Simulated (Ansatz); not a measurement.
# SiH₄O + CH₃ radical: a complex and its separated parts

Aim: how far the complex at one end of a reaction step lies below its separated, relaxed parts, level by level.

Method: PBE0-D4/def2-TZVP structures, single points in def2-TZVPP, no counterpoise correction; program: Ansatz 0.2.0, Gaussian basis.

Levels: SPW92, PBE-D4, BLYP-D4, r2SCAN-D4, B97M-V, PBE0-D4, B3LYP-D4, r2SCAN0-D4, BHLYP-D4, CAM-B3LYP-D4, wB97X-V, wB97M-V, B2PLYP, PBE-QIDH, RPA on PBE, Hartree-Fock, MP2, CCSD, CCSD(T).

Correlated methods freeze the cores. Orbitals are unrestricted. B3LYP uses VWN-RPA correlation. B2PLYP carries no dispersion term here.

94 further runs of the same task are left out: 94 set aside as unsound or not needed.

**1. The system as given**

The complex: 10 atoms, charge 0, spin multiplicity 2.

Atoms are counted from 1 here; the program's logs count them from 0.

Bond lengths: H1–O2 0.965 Å, O2–Si3 1.644 Å, Si3–H5 1.490 Å, Si3–H6 1.490 Å, Si3–H7 1.481 Å, C4–H8 1.081 Å, C4–H9 1.081 Å, C4–H10 1.081 Å. Angles: H1–O2–Si3 116.7°, O2–Si3–H5 111.9°, O2–Si3–H6 111.9°, O2–Si3–H7 106.3°, H5–Si3–H6 107.6°, H5–Si3–H7 109.6°, H6–Si3–H7 109.6°, H8–C4–H9 119.8°, H8–C4–H10 119.7°, H9–C4–H10 119.7°.

Coordinates:

```
H     0.3995   -0.6582   -0.4214
O     0.6389   -0.0884   -1.1631
Si    0.1683    1.4843   -1.0689
C    -0.3124   -1.6453    1.4227
H     0.7561    2.1698    0.1165
H    -1.3131    1.6159   -0.9757
H     0.6478    2.1379   -2.3088
H     0.2798   -1.0266    2.0826
H    -1.3528   -1.4062    1.2521
H     0.0881   -2.5834    1.0640
```

Its parts: SiH₄O holds atoms 1, 2, 3, 5, 6, 7; CH₃ radical holds atoms 4, 8, 9, 10. Each part counts its atoms afresh in its own runs.

**2. Relaxing SiH₄O alone**

relax-a/in.yaml

```yaml
crystal:
  periodic: [false, false, false]
  atoms:
    - {symbol: H, position_ang: [0.399485, -0.658161, -0.421381]}
    - {symbol: O, position_ang: [0.638874, -0.088397, -1.163067]}
    - {symbol: Si, position_ang: [0.168262, 1.484338, -1.068883]}
    - {symbol: H, position_ang: [0.756106, 2.169762, 0.116503]}
    - {symbol: H, position_ang: [-1.313145, 1.615931, -0.975664]}
    - {symbol: H, position_ang: [0.647781, 2.137881, -2.308820]}
basis:
  gaussian: {orbitals: def2-TZVP}
hamiltonian: {xc: pbe0, dispersion: d4}
relax: {f_tol: 0.005, max_steps: 200}
```

Run with:

```bash
$ ansatz run in.yaml --threads 4 --pin off --events-out ev --progress --plain --max-ram 9574MiB
```

After this run come: Relaxing CH₃ radical alone; SPW92/def2-TZVPP; PBE-D4/def2-TZVPP; BLYP-D4/def2-TZVPP; r2SCAN-D4/def2-TZVPP; B97M-V/def2-TZVPP; PBE0-D4/def2-TZVPP; B3LYP-D4/def2-TZVPP; r2SCAN0-D4/def2-TZVPP; BHLYP-D4/def2-TZVPP; CAM-B3LYP-D4/def2-TZVPP; wB97X-V/def2-TZVPP; wB97M-V/def2-TZVPP; B2PLYP/def2-TZVPP; PBE-QIDH/def2-TZVPP; RPA on PBE/def2-TZVPP; CCSD(T)/def2-TZVPP; Vibrations of SiH₄O; Vibrations of CH₃ radical.

**Question.** What will these runs give? Wanted: complex less parts, CCSD(T)/def2-TZVPP; with zero-point energy; largest T1 diagnostic.

**Answer**, as computed:

| quantity | value |
| --- | --- |
| complex less parts, CCSD(T)/def2-TZVPP | -9.6 kJ/mol |
| with zero-point energy | -5.6 kJ/mol |
| largest T1 diagnostic | 0.011 |

**Reading.** At CCSD(T) the complex lies 9.6 kJ/mol below its parts. The functionals run from PBE-QIDH, off by +0.7 kJ/mol, to SPW92, off by -13.5 kJ/mol, against CCSD(T). Mean unsigned error by rung: LDA 13.5, GGA 5.2, meta-GGA 3.0, hybrid 2.4, range-separated hybrid 1.8, double hybrid 1.2 kJ/mol. PBE-D4 gives a relative energy 6.1 kJ/mol too low, an error of 63 % of the reference. No counterpoise was applied, and triple zeta lacks some correlation, so the CCSD(T) reference has a basis error of its own, and close matches with it are partly luck.
